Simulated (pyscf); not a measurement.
## Four-centre exchange: `[F][SiH3]` + `[FH]` -> `[F][SiH3]` + `[FH]`

Gas phase, singlet surface, charge 0. Bonds broken: Si1–F2, F6–H7. Bonds formed: Si1–F6, F2–H7. PySCF, gas phase, ωB97X-D3(BJ)/def2-SVP geometries. MP2 and CC: frozen core, UHF for open shells. ΔMP2 is the change of the MP2 total energy from the triple- to the quadruple-zeta basis.

Transition state (Å):

```xyz
7

Si     0.3594    -0.0481     0.3193
F     -1.3893     0.6003    -0.1144
H     -0.3458    -1.1808     0.9850
H      0.8142    -0.4049    -1.0423
H      1.5091     0.1907     1.2387
F      0.3001     1.8581     0.1317
H     -0.7800     1.5704    -0.1063
```

One imaginary mode, 617i cm⁻¹; descent along it reached the two sides named, in the forms told below.

```json
[
 {"bond": "Si1–F2", "change": "breaks", "reactant side (Å)": "1.653", "saddle": "1.915", "product side": "3.0"},
 {"bond": "F6–H7", "change": "breaks", "reactant side (Å)": "0.931", "saddle": "1.143", "product side": "1.808"},
 {"bond": "Si1–F6", "change": "forms", "reactant side (Å)": "3.0", "saddle": "1.916", "product side": "1.652"},
 {"bond": "F2–H7", "change": "forms", "reactant side (Å)": "1.799", "saddle": "1.146", "product side": "0.931"}
]
```

Electronic energies relative to the separated reactants (eV):

```csv
level,barrier,reaction energy,reverse barrier
ωB97X-D3(BJ)/def2-TZVP,1.15,0.00,1.15
PBE/def2-TZVP,0.92,0.00,0.92
r²SCAN/def2-TZVP,1.02,0.00,1.02
B3LYP-D3(BJ)/def2-TZVP,1.15,0.00,1.15
PBE0-D3(BJ)/def2-TZVP,1.07,0.00,1.07
M06-2X/def2-TZVP,1.17,0.00,1.17
ωB97M-D3(BJ)/def2-TZVP,1.12,0.00,1.12
HF/def2-TZVP,1.90,0.00,1.90
MP2/def2-QZVPP,1.24,0.00,1.24
CCSD/def2-TZVPP,1.37,0.00,1.37
CCSD(T)/def2-TZVPP,1.26,0.00,1.26
CCSD(T)/def2-TZVPP + ΔMP2(QZVPP),1.27,0.00,1.27
```

With CCSD(T)/def2-TZVPP + ΔMP2(QZVPP) energies and thermal terms (ideal gas, 1 atm, RRHO with modes under 100 cm⁻¹ raised to 100, one conformer, R ln 2 for rigid chiral ones), in eV:

```
T (K)   ΔH‡   ΔG‡    ΔH    ΔG
-----  ----  ----  ----  ----
298    1.25  1.64  0.00  0.00
600    1.22  2.06  0.00  0.00
900    1.23  2.47  0.00  0.00
1200   1.24  2.89  0.00  0.00
```

On the reactant side the descent ends in a complex, 0.19 eV under the separated species and 1.34 eV under the saddle at ωB97X-D3(BJ)/def2-TZVP. On the product side the descent ends in a complex, 0.19 eV under the separated species and 1.34 eV under the saddle at ωB97X-D3(BJ)/def2-TZVP. One saddle was located; it need not be the lowest between these sides. The CCSD(T) − MP2 part came from Ansatz, without density fitting, on the same reference.
